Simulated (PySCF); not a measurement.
PySCF input (BP86/def2-TZVPD):

```python
from pyscf import gto, scf, dft

mol = gto.M(
    atom='''
    S     0.00184013    0.00030176    0.10309296
    H    -0.00752722    0.96781232   -0.82771199
    H    -0.02191490   -0.97264043   -0.82177540
    ''',
    basis='def2-tzvpd',
    charge=0,
    spin=0,
    verbose=4,
)

mf = dft.RKS(mol, xc='bp86').density_fit(auxbasis='def2-universal-jkfit')
mf.grids.level = 3
mf.conv_tol = 1e-9
mf.max_cycle = 100
mf.max_memory = 1500
mf.kernel()
if not mf.converged:
    mf = mf.newton()
    mf.kernel(mf.make_rdm1())
mf.analyze()
```

End of the output:

```
Extra cycle  E= -399.449878471711  delta_E= -3.3e-12  |g|= 3.15e-06  |ddm|= 6.67e-06
converged SCF energy = -399.449878471711
**** SCF Summaries ****
Total Energy =                        -399.449878471710633
Nuclear Repulsion Energy =              12.885338499587956
One-electron Energy =                 -576.752043604272103
Two-electron Energy =                  164.416826632973539
Two-electron Coulomb Energy =          190.859487208464486
DFT Exchange-Correlation Energy =      -26.442660575490951
HOMO-LUMO gap [eV] =                     5.753561193435742
**** MO energy ****
MO #1   energy= -88.106784885745   occ= 2
MO #2   energy= -7.68845723020709  occ= 2
MO #3   energy= -5.70986046380218  occ= 2
MO #4   energy= -5.70634728001882  occ= 2
MO #5   energy= -5.69934127696465  occ= 2
MO #6   energy= -0.683683759379424 occ= 2
MO #7   energy= -0.410119716991925 occ= 2
MO #8   energy= -0.336612683969726 occ= 2
MO #9   energy= -0.234851926363753 occ= 2
MO #10  energy= -0.0234124506528517 occ= 0
MO #11  energy= -0.0212636670418036 occ= 0
MO #12  energy= 0.0293532031800111 occ= 0
MO #13  energy= 0.0353368057751265 occ= 0
MO #14  energy= 0.0403613030237595 occ= 0
MO #15  energy= 0.0655986937823947 occ= 0
MO #16  energy= 0.091862237693743  occ= 0
MO #17  energy= 0.104581188122576  occ= 0
MO #18  energy= 0.10920455169709   occ= 0
MO #19  energy= 0.183628344332106  occ= 0
MO #20  energy= 0.185286428627176  occ= 0
MO #21  energy= 0.207219595316985  occ= 0
MO #22  energy= 0.235425412225823  occ= 0
MO #23  energy= 0.244790510816667  occ= 0
MO #24  energy= 0.258480721850543  occ= 0
MO #25  energy= 0.259577315459169  occ= 0
MO #26  energy= 0.270469164717181  occ= 0
MO #27  energy= 0.37289578135562   occ= 0
MO #28  energy= 0.411017012402624  occ= 0
MO #29  energy= 0.412677659650505  occ= 0
MO #30  energy= 0.425813165516563  occ= 0
MO #31  energy= 0.427115128622301  occ= 0
MO #32  energy= 0.433174275491603  occ= 0
MO #33  energy= 0.465442128817774  occ= 0
MO #34  energy= 0.594685214740109  occ= 0
MO #35  energy= 0.6088911480629    occ= 0
MO #36  energy= 0.669255311058937  occ= 0
MO #37  energy= 0.923982253516179  occ= 0
MO #38  energy= 1.29893993965924   occ= 0
MO #39  energy= 1.33971401090916   occ= 0
MO #40  energy= 1.38257841788642   occ= 0
MO #41  energy= 1.39175305390625   occ= 0
MO #42  energy= 1.47880851932654   occ= 0
MO #43  energy= 1.50175674538582   occ= 0
MO #44  energy= 1.50492403344935   occ= 0
MO #45  energy= 1.51247400960647   occ= 0
MO #46  energy= 1.51983106805019   occ= 0
MO #47  energy= 1.56364729371416   occ= 0
MO #48  energy= 1.69117837342145   occ= 0
MO #49  energy= 1.70852911170126   occ= 0
MO #50  energy= 1.82438802220139   occ= 0
MO #51  energy= 1.88749981673793   occ= 0
MO #52  energy= 1.93737805166233   occ= 0
MO #53  energy= 2.03823420385232   occ= 0
MO #54  energy= 2.08898056268891   occ= 0
MO #55  energy= 2.14028291806493   occ= 0
MO #56  energy= 2.22185911293209   occ= 0
MO #57  energy= 2.5957161091602    occ= 0
MO #58  energy= 2.64470537049698   occ= 0
MO #59  energy= 2.84377346408779   occ= 0
MO #60  energy= 3.00947410656437   occ= 0
MO #61  energy= 8.72117025933663   occ= 0
MO #62  energy= 8.79583094922669   occ= 0
MO #63  energy= 8.87934987508773   occ= 0
MO #64  energy= 19.0468803682353   occ= 0
 ** Mulliken pop on meta-lowdin orthogonal AOs  **
 ** Mulliken pop  **
pop of  0 S 1s            1.99999
pop of  0 S 2s            1.99960
pop of  0 S 3s            1.71532
pop of  0 S 4s            0.00440
pop of  0 S 5s            0.00044
pop of  0 S 6s            0.00007
pop of  0 S 2px           1.99989
pop of  0 S 2py           1.99979
pop of  0 S 2pz           1.99983
pop of  0 S 3px           1.98745
pop of  0 S 3py           1.05647
pop of  0 S 3pz           1.40805
pop of  0 S 4px           0.00167
pop of  0 S 4py           0.01221
pop of  0 S 4pz           0.00333
pop of  0 S 5px           0.00005
pop of  0 S 5py           0.00034
pop of  0 S 5pz           0.00006
pop of  0 S 6px           0.00025
pop of  0 S 6py           0.00001
pop of  0 S 6pz           0.00012
pop of  0 S 7px           0.00001
pop of  0 S 7py           0.00004
pop of  0 S 7pz           0.00004
pop of  0 S 3dxy          0.00001
pop of  0 S 3dyz          0.01333
pop of  0 S 3dz^2         0.00550
pop of  0 S 3dxz          0.00367
pop of  0 S 3dx2-y2       0.00386
pop of  0 S 4dxy          0.00000
pop of  0 S 4dyz          0.00118
pop of  0 S 4dz^2         0.00026
pop of  0 S 4dxz          0.00035
pop of  0 S 4dx2-y2       0.00007
pop of  0 S 5dxy          0.00000
pop of  0 S 5dyz          0.00001
pop of  0 S 5dz^2         0.00004
pop of  0 S 5dxz          0.00002
pop of  0 S 5dx2-y2       0.00009
pop of  0 S 4f-3          0.00017
pop of  0 S 4f-2          0.00000
pop of  0 S 4f-1          0.00003
pop of  0 S 4f+0          0.00004
pop of  0 S 4f+1          0.00013
pop of  0 S 4f+2          0.00111
pop of  0 S 4f+3          0.00035
pop of  1 H 1s            0.87144
pop of  1 H 2s            0.00897
pop of  1 H 3s            0.00148
pop of  1 H 2px           0.00266
pop of  1 H 2py           0.00232
pop of  1 H 2pz           0.00151
pop of  1 H 3px           0.00031
pop of  1 H 3py           0.00053
pop of  1 H 3pz           0.00097
pop of  2 H 1s            0.87144
pop of  2 H 2s            0.00897
pop of  2 H 3s            0.00148
pop of  2 H 2px           0.00266
pop of  2 H 2py           0.00234
pop of  2 H 2pz           0.00149
pop of  2 H 3px           0.00031
pop of  2 H 3py           0.00052
pop of  2 H 3pz           0.00098
 ** Mulliken atomic charges  **
charge of    0S =     -0.21964
charge of    1H =      0.10982
charge of    2H =      0.10982
Dipole moment(X, Y, Z, Debye): -0.01734, -0.00284, -0.97135
```
